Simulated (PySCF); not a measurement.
Gas-phase reaction: SiF2(OH)2 + HF + SiF3 ⇌ 2 SiF3OH + H

Method: PySCF energies plus ideal-gas RRHO corrections (1 bar). † marks an energy on the PBE0/def2-TZVP geometry and frequencies; other levels use their own. MP2 and CCSD(T) freeze the core. 6-31G* has spherical d functions here. Open shells (unrestricted): SiF3 (multiplicity 2), H (multiplicity 2); the rest are closed-shell singlets. B3LYP is the form with VWN-RPA correlation. SiF2(OH)2, SiF3OH: computed as isolated molecules; such fragments, hydroxides, amides, oligomers or adducts are transient or little studied in the gas. MP2 isn't extrapolated to the basis-set limit. CCSD(T) isn't extrapolated to the basis-set limit.

| level | ΔH°(298 K), kJ |
|---|---|
| B3LYP/6-31G* | ___ |
| BLYP/def2-TZVP† | -101 |
| CCSD(T)/def2-SVP† | -125 |
| HF/def2-TZVP† | ___ |
| MP2/def2-SVP† | -138 |
| MP2/def2-TZVPP† | -135 |
| PBE/def2-SVP | -116 |
| r2SCAN/def2-TZVP† | ___ |
| ωB97M-V/def2-TZVP† | ___ |
| ωB97X-V/def2-TZVP† | -134 |

Problem. Some entries are withheld; supply them.

Solution. 
- B3LYP/6-31G*, ΔH°(298 K), kJ: -151
- HF/def2-TZVP†, ΔH°(298 K), kJ: -157
- r2SCAN/def2-TZVP†, ΔH°(298 K), kJ: -124
- ωB97M-V/def2-TZVP†, ΔH°(298 K), kJ: -137
